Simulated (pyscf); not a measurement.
## Four-centre exchange: F–GeH₃ + H₂O → HO–GeH₃ + HF

Gas phase, singlet surface, charge 0. Bonds broken: Ge1–F2, O6–H7. Bonds formed: Ge1–O6, F2–H7. Single points on ωB97X-D3(BJ)/def2-SVP structures (PySCF, gas phase). Correlated levels are frozen-core, on RHF or UHF. ΔMP2 is the change of the MP2 total energy from the triple- to the quadruple-zeta basis.

Transition state (Å):

```xyz
8

Ge    -0.1842     0.1123    -0.1316
F     -1.2742    -1.6010    -0.5066
H      0.5629     1.1207     0.7975
H     -1.4449     0.8669    -0.5690
H      0.8314    -0.3445    -1.1752
O     -0.2759    -1.1676     1.4194
H     -0.9181    -1.7065     0.7209
H     -0.7223    -0.8426     2.2121
```

One imaginary mode, 473i cm⁻¹; descent along it reached the two sides named, in the forms told below.

| bond | change | reactant side (Å) | saddle | product side |
|---|---|---|---|---|
| Ge1–F2 | breaks | 1.766 | 2.065 | 3.1 |
| O6–H7 | breaks | 0.969 | 1.091 | 1.654 |
| Ge1–O6 | forms | 3.0 | 2.013 | 1.814 |
| F2–H7 | forms | 1.959 | 1.282 | 0.946 |

Electronic energies relative to the separated reactants (eV):

| level | barrier | reaction energy | reverse barrier |
|---|---|---|---|
| ωB97X-D3(BJ)/def2-TZVP | 0.85 | +0.38 | 0.47 |
| PBE/def2-TZVP | 0.68 | +0.39 | 0.29 |
| r²SCAN/def2-TZVP | 0.74 | +0.40 | 0.34 |
| B3LYP-D3(BJ)/def2-TZVP | 0.84 | +0.40 | 0.44 |
| PBE0-D3(BJ)/def2-TZVP | 0.77 | +0.36 | 0.41 |
| M06-2X/def2-TZVP | 0.82 | +0.38 | 0.44 |
| ωB97M-D3(BJ)/def2-TZVP | 0.86 | +0.39 | 0.46 |
| HF/def2-TZVP | 1.50 | +0.44 | 1.06 |
| MP2/def2-QZVPP | 0.93 | +0.32 | 0.61 |
| CCSD/def2-TZVPP | 1.02 | +0.34 | 0.68 |
| CCSD(T)/def2-TZVPP | 0.93 | +0.33 | 0.59 |
| CCSD(T)/def2-TZVPP + ΔMP2(QZVPP) | 0.96 | +0.34 | 0.62 |

With CCSD(T)/def2-TZVPP + ΔMP2(QZVPP) energies and thermal terms (ideal gas, 1 atm, RRHO with modes under 100 cm⁻¹ raised to 100, one conformer, R ln 2 for rigid chiral ones), in eV:

```csv
T (K),ΔH‡,ΔG‡,ΔH,ΔG
298,0.94,1.37,+0.32,+0.31
600,0.94,1.80,+0.34,+0.29
900,0.96,2.23,+0.36,+0.25
1200,0.99,2.66,+0.38,+0.22
```

On the reactant side the descent ends in a complex, 0.23 eV under the separated species and 1.08 eV under the saddle at ωB97X-D3(BJ)/def2-TZVP. On the product side the descent ends in a bound adduct, 0.43 eV under the separated species and 0.90 eV under the saddle at ωB97X-D3(BJ)/def2-TZVP. One saddle was located; it need not be the lowest between these sides. The CCSD(T) − MP2 part came from Ansatz, without density fitting, on the same reference. The frozen core leaves the outer d or s,p core shells of the metals and heavy elements correlated in the MP2 and CC values, and def2-TZVPP describes them poorly, which can shift differences by a few kcal/mol. Elements up to Kr have no core potential and no relativistic terms here.
